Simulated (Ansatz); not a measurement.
We consider hcp Hf, described by LDA in Ansatz (PAW).

Settings: plane-wave cutoff 520 eV, 24×24×14 k mesh (along the axes of the cell as run), Fermi–Dirac smearing 0.037 eV (set by the program), scalar-relativistic PAW data made under PBE.

Cell (measured lattice):

```cif
data_Hf2
_chemical_formula_sum 'Hf2'
_space_group_name_H-M_alt 'P63/mmc'
_space_group_IT_number 194
_space_group_name_Hall '-P 6c 2c'
_cell_length_a 3.19420
_cell_length_b 3.19420
_cell_length_c 5.05120
_cell_angle_alpha 90.000
_cell_angle_beta 90.000
_cell_angle_gamma 120.000
loop_
_atom_site_label
_atom_site_type_symbol
_atom_site_symmetry_multiplicity
_atom_site_Wyckoff_symbol
_atom_site_fract_x
_atom_site_fract_y
_atom_site_fract_z
_atom_site_occupancy
Hf1 Hf 2 c 0.33333 0.66667 0.25000 1
```

Question: Estimate the polycrystal shear modulus (Hill average), elastic constant C33, elastic constant C66, Young modulus, Voigt–Reuss–Hill bulk modulus, elastic constant C11, elastic constant C12, elastic constant C13 and elastic constant C44 that the calculation returns.

Answer: 
- polycrystal shear modulus (Hill average) = 50.5 GPa
- elastic constant C33 = 175 GPa
- elastic constant C66 = 52.3 GPa
- Young modulus = 129 GPa
- Voigt–Reuss–Hill bulk modulus = 94.3 GPa
- elastic constant C11 = 161 GPa
- elastic constant C12 = 56.8 GPa
- elastic constant C13 = 59.6 GPa
- elastic constant C44 = 46.8 GPa

Note: the cell isn't this level's own, so it is under some stress, which shifts stiffness and frequencies.

Elastic constants are with the ions relaxed.

Spin–orbit coupling is not included.

Computed values are for the static lattice.

Ansatz is a quantum-chemistry and plane-wave program.
